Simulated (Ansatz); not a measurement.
Geometry optimisation, Ansatz, RKS PBE0-D4/6-31G*.

Input:

```yaml
crystal:
  periodic: [false, false, false]
  atoms:
    - { symbol: "N", position_ang: [-0.2416, 1.1952, 0.6978] }
    - { symbol: C, position_ang: [0.4865, 0.2718, -0.0527] }
    - { symbol: F, position_ang: [1.818, 0.2814, 0.1829] }
    - { symbol: C, position_ang: [-0.0098, -1.0182, -0.5194] }
    - { symbol: O, position_ang: [0.0836, 0.0781, -1.4219] }
    - { symbol: H, position_ang: [-0.4108, 0.9444, 1.6432] }
    - { symbol: H, position_ang: [-1.1858, 1.3229, 0.2723] }
    - { symbol: H, position_ang: [-1.0516, -1.2762, -0.2303] }
    - { symbol: H, position_ang: [0.5999, -1.8456, -0.5891] }
basis:
  gaussian: { orbitals: "6-31G*" }
hamiltonian:
  xc: pbe0
  dispersion: d4
relax:
  f_tol: 0.015
  max_steps: 40
```

Command:

```bash
$ ansatz run input.yaml --threads 1 --pin off --max-ram 2048MiB --backend cpu --events-out ev --progress --plain --runs-dir out
```

Task: Where does it end, and by what steps?

Result: It converged. After 10 steps the energy has fallen by 0.327 eV; H6 moved furthest, 0.28 Å.

| step | energy less start (eV) | largest force component (eV/Å) | accepted |
| --- | --- | --- | --- |
| 0 | 0.0000 | 2.827 | yes |
| 1 | -0.2564 | 1.250 | yes |
| 2 | -0.3043 | 0.492 | yes |
| 3 | -0.3166 | 0.172 | yes |
| 4 | -0.3208 | 0.125 | yes |
| 5 | -0.3143 | 0.327 | no |
| 6 | -0.3251 | 0.058 | yes |
| 7 | -0.3241 | 0.122 | no |
| 8 | -0.3265 | 0.024 | yes |
| 9 | -0.3208 | 0.332 | no |
| 10 | -0.3267 | 0.012 | yes |

```xyz
9
Properties=species:S:1:pos:R:3
N -0.273 1.244 0.641
C 0.430 0.232 -0.036
F 1.745 0.303 0.285
C -0.056 -1.069 -0.505
O 0.144 0.083 -1.370
H -0.210 1.134 1.647
H -1.243 1.265 0.353
H -1.098 -1.356 -0.364
H 0.649 -1.882 -0.668
```

Whether the end is a true minimum wasn't checked by a vibrational analysis.

Time of the run: 39 s on 1 thread of Arm Neoverse V2, with other jobs on the host, peak memory 0.15 GiB.
